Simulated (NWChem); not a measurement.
Species: C$_{3}$H$_{7}$, doublet; SMILES C[CH]C

Results from NWChem. Spin-unrestricted. In the optimisation the excess spin sits in a' (Cs, its own frame). All runs use the structure optimised with PBE0/def2-SVP, spin-unrestricted. No stability test was run on the SCF state. Level TPSS/def2-SVP: energy and gradient; each run changes one setting, and changes count from the defaults (medium grid, exact Coulomb integrals, symmetry on).

```json
[
 {"setting": "defaults", "size of the energy change (μHa)": "< 10", "largest change of a gradient component (μHa/bohr)": "< 30"},
 {"setting": "coarse grid", "size of the energy change (μHa)": "90", "largest change of a gradient component (μHa/bohr)": "40"},
 {"setting": "Coulomb fitting, Weigend set", "size of the energy change (μHa)": "200", "largest change of a gradient component (μHa/bohr)": "100"},
 {"setting": "symmetry off", "size of the energy change (μHa)": "< 10", "largest change of a gradient component (μHa/bohr)": "other frame"},
 {"setting": "Becke weights", "size of the energy change (μHa)": "< 10", "largest change of a gradient component (μHa/bohr)": "< 30"}
]
```
